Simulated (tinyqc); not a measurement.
Inside a calculation. Method: Hueckel theory of the pi electrons, for the molecule C=CC=CC=C (SMILES; centres numbered as the heavy atoms are written). One step of it, computed by the program tinyqc.

Task: Orbitals. Diagonalise; E = alpha + x beta with beta < 0, so the largest x are filled first; degenerate levels share their electrons. P = sum n_i c_ri c_si; each orbital has its largest coefficient positive (the first on a tie).

Hueckel matrix in units of beta (H = alpha + beta A), lower triangle:
```
          1C        2C        3C        4C        5C        6C
1C  0.000000
2C  1.000000  0.000000
3C  0.000000  1.000000  0.000000
4C  0.000000  0.000000  1.000000  0.000000
5C  0.000000  0.000000  0.000000  1.000000  0.000000
6C  0.000000  0.000000  0.000000  0.000000  1.000000  0.000000
```

pi electrons, sum of z_r less the charge = 6

Give: x values; occupations; coefficients; charge and bond-order matrix P.

Result:

x values: 1.8019  1.2470  0.4450  -0.4450  -1.2470  -1.8019

occupations: 2.0000  2.0000  2.0000  0.0000  0.0000  0.0000

coefficients:
```
       MO1      MO2      MO3      MO4      MO5      MO6
1C  0.2319   0.4179   0.5211   0.5211  -0.4179   0.2319
2C  0.4179   0.5211   0.2319  -0.2319   0.5211  -0.4179
3C  0.5211   0.2319  -0.4179  -0.4179  -0.2319   0.5211
4C  0.5211  -0.2319  -0.4179   0.4179  -0.2319  -0.5211
5C  0.4179  -0.5211   0.2319   0.2319   0.5211   0.4179
6C  0.2319  -0.4179   0.5211  -0.5211  -0.4179  -0.2319
```

charge and bond-order matrix P, lower triangle:
```
         1C       2C       3C      4C      5C      6C
1C   1.0000
2C   0.8711   1.0000
3C   0.0000   0.4834   1.0000
4C  -0.3877   0.0000   0.7849  1.0000
5C   0.0000  -0.0863   0.0000  0.4834  1.0000
6C   0.3014   0.0000  -0.3877  0.0000  0.8711  1.0000
```
